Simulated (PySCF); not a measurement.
C2H, SMILES [C]#C, multiplicity 2.

Coordinates come from a PBE-D3(BJ)/def2-TZVPD optimisation. A frequency run showed that this geometry is not a minimum. The isomer is the one that the SMILES or the coordinates give; other isomers of the formula were not compared.

Calculation: PBE-D3(BJ)/def2-TZVPD run with PySCF.

Frequencies are harmonic and unscaled.

Modes within 1.5 cm⁻¹ of each other (mostly degenerate sets) share a row, with their intensities summed.

| mode | ν (cm⁻¹) | IR (km/mol) | moving atoms (share of kinetic energy) |
|---|---|---|---|
| 1–2 | 292i | 33.2 | H 73 %, C 27 % |
| 3 | 2032 | 4.5 | C 90 %, H 10 % |
| 4 | 3378 | 58.1 | H 86 %, C 14 % |
